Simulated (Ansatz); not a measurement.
Geometry optimisation, Ansatz, RKS revPBE-D4/def2-SVP.

Input file:

```yaml
crystal:
  periodic: [false, false, false]
  atoms:
    - { symbol: C, position_ang: [-0.4417, 1.0041, -0.7218] }
    - { symbol: S, position_ang: [0.8182, -0.1919, -0.8606] }
    - { symbol: C, position_ang: [0.4786, -1.0679, 0.6753] }
    - { symbol: H, position_ang: [-1.3949, 0.5747, -0.697] }
    - { symbol: H, position_ang: [-0.4575, 1.6902, -1.6309] }
    - { symbol: H, position_ang: [-0.3477, 1.6815, 0.1563] }
    - { symbol: H, position_ang: [-0.4685, -1.4934, 0.6937] }
    - { symbol: H, position_ang: [1.272, -1.8667, 0.7851] }
    - { symbol: H, position_ang: [0.6301, -0.3769, 1.5829] }
basis:
  gaussian: { orbitals: def2-SVP }
hamiltonian:
  xc: revpbe
  dispersion: d4
relax:
  f_tol: 0.02
  max_steps: 40
scf:
  lower_state_search: "off"
```

Launched with:

```bash
$ ansatz run input.yaml --threads 1 --pin off --max-ram 2048MiB --backend cpu --events-out ev --progress --plain --runs-dir out
```

Q: Where does it end, and by what steps?

A: It converged. After 4 steps the energy has fallen by 0.312 eV; H4 moved furthest, 0.09 Å.

```tsv
step	energy less start (eV)	largest force component (eV/Å)	accepted
0	0.0000	3.473	yes
1	-0.2644	1.244	yes
2	-0.2996	0.415	yes
3	-0.3106	0.114	yes
4	-0.3117	0.014	yes
```

```xyz
9
Properties=species:S:1:pos:R:3
C -0.481 1.062 -0.743
S 0.841 -0.188 -0.850
C 0.530 -1.079 0.710
H -1.486 0.591 -0.715
H -0.409 1.687 -1.653
H -0.354 1.714 0.146
H -0.482 -1.535 0.723
H 1.283 -1.887 0.775
H 0.647 -0.412 1.590
```

Whether the end is a true minimum wasn't checked by a vibrational analysis.

The run took 7 s on 1 thread of Arm Neoverse V1 (shared host), peak memory 0.096 GiB.
